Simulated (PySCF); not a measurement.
## Static response to an electric field

Species: C3H3FO2.
Cartesian coordinates in Å at the GFN2-xTB level; atoms count from 1:
```
atom  x, y, z in Å
O1     1.4369   -1.4812    1.1514
C2     1.6249   -0.8111    0.1823
O3     0.7468    0.0026   -0.4023
C4    -0.5089    0.0973    0.1477
C5    -1.4530    0.8737   -0.3601
F6    -1.2722    1.6305   -1.4456
H7     2.5675   -0.7632   -0.3835
H8    -0.6849   -0.5045    1.0288
H9    -2.4436    0.9617    0.0562
```

Level: wB97X-D/def2-SVPD (PySCF), static field, nuclei fixed, core orbitals frozen in the response. The polarisability tensor in these axes (au):

```
x    55.30 -13.44   4.24
y   -13.44  43.72  -9.88
z     4.24  -9.88  41.18
```

**Question.** Diagonalise the tensor; give its mean and Δα, where Δα² is half the sum of the squared differences of the eigenvalues.

**Answer.** Principal values 30.59, 42.26 and 67.35 au; mean 46.73 au = 6.92 Å³ = 7.70 × 10⁻⁴⁰ C²·m²/J; Δα = 32.54 au (70 % of the mean).

**Question.** What is the dipole moment, and where does it point?

**Answer.** (-0.57, 0.37, -0.16) D, 0.70 D in size, pointing from the negative to the positive side. Measured along this direction, the outermost atoms are H7 at the negative end and H9 at the positive end.

**Question.** What molar refraction does this α imply?

**Answer.** Lorentz–Lorenz: R = (4π/3)N_A α = 2.5225 cm³/(mol·Å³) × 6.92 Å³ = 17.5 cm³/mol, in the limit of long wavelengths.

**Question.** How large is μ²/3kT at 500 K beside α?

**Answer.** In Gaussian units μ²/3kT = 2.36 Å³ against 6.92 Å³, a ratio of 0.34; the Debye molar polarisation (4π/3)N_A(α + μ²/3kT) is 23.4 cm³/mol, leaving out the vibrational part.

**Question.** Find the Langevin capture rate constant for H3O+ (19.018 u) meeting this molecule (90.012 u), k = 2.342 × 10⁻⁹ cm³/s × √(α in Å³ / reduced mass in u).

**Answer.** The reduced mass is 15.70 u, so k = 1.56 × 10⁻⁹ cm³/s. The formula leaves out the permanent dipole, which adds to the capture rate.

**Question.** Form Σ f/ω² (atomic units) for the 8 lowest TDDFT singlets, given as eV and f, and set it beside the mean polarisability, which is this sum over all singlets: 5.89, 0.0016; 6.53, 0.3776; 7.14, 0.0307; 8.04, 0.1580; 8.09, 0.0112; 8.54, 0.0023; 8.58, 0.0010; 8.87, 0.0006.

**Answer.** They add up to 9.01 au, 19.3 % of the 46.73 au; the largest single term is 6.55 au, from the state at 6.53 eV. Terms in order: 0.03, 6.55, 0.45, 1.81, 0.13, 0.02, 0.01, 0.01 au. Higher excitations give the rest. The strengths listed sum to 0.583.

One conformer (not necessarily the lowest) at the GFN2-xTB geometry, without solvent, vibrations or thermal averaging.
